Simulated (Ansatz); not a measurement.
A geometry optimisation of F2HP with r2SCAN-D4/def2-SVP

The starting geometry of this gas-phase singlet was optimised with GFN2-xTB.

```xyz
4

F    -0.2547    0.4625   -1.0261
F    -0.1452   -1.6171   -0.4134
P     1.1859   -0.6574   -1.2474
H    -0.4921   -0.5626   -0.6115
```

Q: Predict what it relaxes into with r2SCAN-D4/def2-SVP.

A: It loosens into FP + FH, which stay close as a complex. Distances that change by over a tenth: F1–H4 (1.13 → 2.01 Å). Contacts that open: F2–P3 (1.84 → 2.20 Å). Contacts that close: F2–H4 (1.13 → 0.94 Å).

The energy falls by 0.38 eV over 17 steps:

```tsv
step	E − E(last) (eV)
1	0.380
3	0.253
5	0.253
6	0.253
8	0.241
10	0.150
12	0.046
13	0.013
15	0.000
17	0.000
```

Final geometry (Å):

```json
{"atom": "F", "x (Å)": "0.0489", "y (Å)": "0.6595", "z (Å)": "-1.2207"}
{"atom": "F", "x (Å)": "-0.2300", "y (Å)": "-1.6629", "z (Å)": "-0.3585"}
{"atom": "P", "x (Å)": "1.2941", "y (Å)": "-0.4427", "z (Å)": "-1.3616"}
{"atom": "H", "x (Å)": "-0.8192", "y (Å)": "-0.9286", "z (Å)": "-0.3577"}
```

No frequencies were run, so the end isn't proven a minimum. Run with Ansatz 0.2.0, 38 s on 1 thread of Intel(R) Xeon(R) Processor @ 2.50GHz (Skylake/Cascade Lake), with other jobs on the host.
